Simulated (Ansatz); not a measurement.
**H₂O₂ (triplet): from Hartree-Fock to the top rungs, def2-TZVPP**

The task here is to estimate one member of a computed series from the others.

Method: def2-TZVPP, core rule «outside noble gas», up to 2 orbitals frozen; program: Ansatz 0.2.0, Gaussian basis.

The runs, in order: UHF; ROHF; CCSD(T) on UHF.

2 further runs of the same task are left out: 2 set aside as unsound or not needed.

## The system

The geometry is a PBE0/def2-TZVP stationary point (not a proven minimum).

4 atoms, charge 0, spin multiplicity 3.

Atoms are counted from 1 here; the program's logs count them from 0.

Bond lengths: O1–H3 0.969 Å, O2–H4 0.969 Å.

The first run:

in.yaml reads:

```yaml
crystal:
  periodic: [false, false, false]
  atoms:
    - {symbol: O, position_ang: [0.000000, -0.114833, 0.934723]}
    - {symbol: O, position_ang: [0.000000, 0.114833, -0.934723]}
    - {symbol: H, position_ang: [0.000000, 0.851694, 1.008223]}
    - {symbol: H, position_ang: [0.000000, -0.851694, -1.008223]}
basis:
  gaussian: {orbitals: def2-TZVPP}
magnetization: {spin_polarized: true, initial_magnetization: 2}
hamiltonian: {xc: hf}
output: {orbitals: {seedname: orbitals}}
```

Started as:

```
ansatz run in.yaml --threads 1 --pin off --events-out ev --progress --plain --max-ram 2816MiB --backend cpu
```

Among the steps run: UHF; ROHF; CCSD(T) on UHF.

One of the session's tables, all rows but one given; the rest of the session is left out.

| method | from UCCSD(T) (kcal/mol) |
| --- | --- |
| ROHF | +299.15 |
| UHF | +291.44 |
| UMP2 | ? |
| UCCSD | +10.56 |
| UCCSD(T) | 0 |

**Question.** Estimate the row for UMP2.

The run gave: from UCCSD(T) (kcal/mol): +31.42. In the column «from UCCSD(T) (kcal/mol)» it lies between UCCSD (+10.56) and UHF (+291.44).

With the free atoms at the same levels and basis (separate runs), the atomisation energy is 8.881 eV at UCCSD(T), 5.018 eV at ROHF.
